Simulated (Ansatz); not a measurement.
# LiCl: a ladder of functionals and wavefunction methods

One table from this session's results is given with a row withheld; the runs are named, their logs left out.

Method: functionals in def2-TZVPP, the program's frozen cores in correlated methods; program: Ansatz 0.2.0, Gaussian basis.

The runs, in order: LDA (SPW92), PBE-D4, revPBE-D4, BLYP-D4, r2SCAN-D4, B97M-V, PBE0-D4, B3LYP-D4, r2SCANh-D4, r2SCAN0-D4, HSE06-D4, BHLYP-D4, CAM-B3LYP-D4, LC-ωPBE, ωB97X-V, ωB97M-V, B2PLYP, PBE-QIDH; CCSD(T)/def2-SVP; CCSD(T)/def2-TZVPP; CCSD(T)/def2-QZVPP; extrapolation to the limit; RPA on PBE.

### The geometry

An earlier PBE0-D4 in a triple-zeta def2 set relaxation fixed the geometry.

SMILES `[Li][Cl]`, 2 atoms, charge 0, spin multiplicity 1.

Atoms are counted from 1 here; the program's logs count them from 0.

Bond lengths: Li1–Cl2 2.014 Å.

The first run:

in.yaml

```yaml
crystal:
  periodic: [false, false, false]
  atoms:
    - {symbol: Li, position_ang: [0.871794, -0.336203, 0.432837]}
    - {symbol: Cl, position_ang: [-0.842294, 0.276003, -0.428737]}
basis:
  gaussian: {orbitals: def2-TZVPP}
hamiltonian: {xc: lda}
output: {orbitals: {seedname: orbitals}}
```

Launch:

```sh
$ ansatz run in.yaml --threads 2 --pin off --events-out ev --progress --plain --max-ram 32768MiB --backend cpu
```

Steps of the session up to this table: LDA; PBE-D4 (GGA); revPBE-D4 (GGA); BLYP-D4 (GGA); r2SCAN-D4 (meta-GGA); B97M-V (meta-GGA); B3LYP-D4 (hybrid); r2SCANh-D4 (hybrid); r2SCAN0-D4 (hybrid); HSE06-D4 (hybrid); BHLYP-D4 (hybrid); CAM-B3LYP-D4 (range-separated); LC-ωPBE (range-separated); ωB97X-V (range-separated); ωB97M-V (range-separated); B2PLYP (double hybrid); PBE-QIDH (double hybrid).

One of the session's tables, all rows but one given; the rest of the session is left out.

It belongs to the step «Orbital energies across the functionals». 

```
  functional  HOMO (eV)  LUMO (eV)  gap (eV)
 LDA (SPW92)      -5.94      -1.68      4.25
      PBE-D4      -5.79      -1.79      3.99
   revPBE-D4      -5.73      -1.90      3.83
     BLYP-D4      -5.65      -1.87      3.78
   r2SCAN-D4      -6.08      -1.01      5.06
      B97M-V      -6.11      -1.61      4.49
     PBE0-D4      -7.12      -1.30      5.82
    B3LYP-D4      -6.87      -1.58      5.29
  r2SCANh-D4          ?          ?         ?
  r2SCAN0-D4      -7.32      -0.82      6.50
    HSE06-D4      -6.71      -1.57      5.14
    BHLYP-D4      -8.34      -1.08      7.26
CAM-B3LYP-D4      -8.52      -0.93      7.58
     LC-ωPBE      -9.93      -0.20      9.73
     ωB97X-V      -9.55      -0.16      9.39
     ωB97M-V      -9.42      -0.82      8.60
```

Estimate the missing values for r2SCANh-D4.

Worked estimate for «HOMO (eV)». Against the share of exact exchange, r2SCAN-D4 (0, -6.08), r2SCAN0-D4 (0.25, -7.32) give a slope of -4.96 per unit share; at 0.1 the line stands at -6.58.

**Answer.** HOMO (eV): -6.57; LUMO (eV): -0.93; gap (eV): 5.64. In «HOMO (eV)» the line misses by -0.01.
